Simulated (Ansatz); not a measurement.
For hcp La (model structure), PBEsol in Ansatz (PAW) gives:

| Quantity | Value |
|---|---|
| equilibrium lattice constant a | 3.659 Å |
| lattice parameter c | 5.974 Å |

Question: What does r²SCAN (PAW; Ansatz, an electronic-structure program) give for the same quantities?

Answer: 
- lattice constant a: 3.820 Å (grows by 4.4 %)
- lattice parameter c: 6.037 Å (grows by 1.1 %)

Changes are worked out from the printed values.

Unless a cell is named, each level is at its own relaxed cell (PBEsol 34.63, r²SCAN 38.16 Å³/atom).

Ansatz's density-functional and Hartree–Fock values are scalar-relativistic unless marked +SOC, with PAW data made under PBE.

A model structure was made by putting elements into a prototype or built by hand; it is no filed structure, need not be a known phase, and can be a saddle point held by its symmetry.
